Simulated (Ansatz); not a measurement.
## Diamond

All values below come from r²SCAN+rVV10 (PAW; Ansatz, a quantum-chemistry and plane-wave program).

Numerical settings: plane-wave cutoff 500 eV, 14×14×14 k mesh, gaussian smearing 0.02 eV, scalar-relativistic PAW data made under PBE.

Cell (relaxed at this level):

```
CELL_PARAMETERS angstrom
      0.00000     1.77893     1.77893
      1.77893     0.00000     1.77893
      1.77893     1.77893     0.00000
ATOMIC_POSITIONS crystal
  C  0.00000 0.00000 0.00000
  C  0.25000 0.25000 0.25000
```

| Quantity | Value |
|---|---|
| band gap | 4.34 eV (on the SCF k mesh) |

Measured, for comparison: band gap 5.48 eV (low temperature, zero-point motion not removed; as tabulated in arXiv:1206.3780). Computed (rounded) less measured: band gap -1.14 eV.

The computed numbers hold no vibrational or temperature effects.
